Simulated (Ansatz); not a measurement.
Input for Ansatz (development build ahead of 0.2.0):

```yaml
crystal:
  periodic: [false, false, false]
  atoms:
    - { symbol: P, position_ang: [-0.03848, -0.01834, -0.7588] }
    - { symbol: O, position_ang: [0.04209, 0.00025, 0.75794] }
basis:
  gaussian: { orbitals: def2-SVP }
total_charge: -1
magnetization:
  spin_polarized: true
  initial_magnetization: 2
hamiltonian:
  xc: hf
correlation:
  method: mp2
  frozen_orbitals: { O: 1, P: 5 }
```

The input is written out in the form of the current development build from the run's settings.

Output:

- Converged: yes
- Reference energy: -415.39739 hartree
- Correlation energy: -0.26952 hartree
- Total energy: -415.66691 hartree
- Spin squared of the determinant: 2.029
- Stability test: minimum
- Occupied orbitals by symmetry in an Abelian subgroup (alpha; beta): 7 A1 3 B1 3 B2; 7 A1 2 B1 2 B2

Messages of the program:
```
mean field -11303.53892854 eV, -415.3973938098 hartree, gradient 2.7e-6 eV, S^2 2.028558; 0 other ends of a descent, 0 dependent functions left out
```

Caution: no diffuse functions for an anion.
